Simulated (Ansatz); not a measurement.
Basis-set extrapolation for `CSP` (PBE0-D4/def2-TZVP geometry, frozen core, the Gaussian-basis code of Ansatz). Multiplicity 1, RHF reference.

```tsv
	def2-TZVPP	def2-QZVPP
HF	-779.089114	-779.112540
MP2 correlation	-0.512949	-0.552961
CCSD(T) correlation	-0.586161	not run
```

Energies in hartree. Use E(X) = E(∞) + A·exp(−7.88·√X) for Hartree–Fock and E(X) = E(∞) + B·X^(−2.97) for correlation, with X = 3 and 4, and add CCSD(T) minus MP2 of the smaller set to the MP2 limit.

Problem. What is the CCSD(T) energy at the basis-set limit?

Solution. HF limit: -779.112540 + (-0.023426) × 0.13774 = -779.11577. MP2 limit: -0.552961 + (-0.040012) × 0.74074 = -0.58260. Higher-order term: -0.586161 − (-0.512949) = -0.07321. Total: -779.77158 hartree, 252.8 kJ/mol below CCSD(T)/def2-TZVPP.
